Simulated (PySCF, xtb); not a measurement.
DMSO cation (C₂H₆OS), SMILES CS(=O)C (connectivity only; charge and spin as stated), charge +1, multiplicity 2.

Harmonic wavenumbers (cm⁻¹) from GFN2-xTB run with xtb 6.7.1 at its own minimum, in rising order: 88, 136, 224, 308, 319, 615, 663, 792, 858, 878, 920, 1171, 1258, 1274, 1346, 1360, 1387, 1395, 3012, 3017, 3045, 3046, 3070, 3073.

Task: What does PBE-D3(BJ)/def2-SVP in PySCF give at its own minimum? (The exact figures need the calculation; the answer reports its results.)

Result: 139, 169, 245, 276, 312, 599, 678, 850, 900, 915, 971, 1070, 1237, 1266, 1335, 1350, 1353, 1368, 2971, 2975, 3106, 3108, 3117, 3120. Paired by order, the mean absolute difference is 36 cm⁻¹ and the zero-point energies are 47.5 and 47.8 kcal/mol.
